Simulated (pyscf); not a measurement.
Thermochemistry of product channels of PH₃ + SiH₃• on the doublet surface, in kJ/mol, from ωB97M-D3(BJ)/def2-TZVP energies (ideal gas, 1 atm, RRHO with modes under 100 cm⁻¹ raised to 100, one conformer, R ln 2 for rigid chiral ones). Optimised with ωB97X-D3(BJ)/def2-SVP in PySCF.

```
products                        ΔE  ΔH(298 K)  ΔG(600 K)  ΔG(900 K)
--------------------------  ------  ---------  ---------  ---------
H₃Si–PH• + H₂                -36.7      -42.2      -34.8      -34.7
PH₂• + SiH₄                  -37.7      -39.4      -33.5      -30.7
•H₂Si–PH₂ + H₂                -6.3      -10.9       -4.0       -4.2
H₃Si–PH₂ + H•                +52.6      +44.6      +62.9      +68.1
PH₂• + H₂ + SiH₂ [singlet]  +214.8     +196.1     +120.0      +79.8
PH [triplet] + SiH₄ + H•    +304.2     +285.8     +231.2     +201.1
```

These are energies of the channels, which say nothing of barriers.
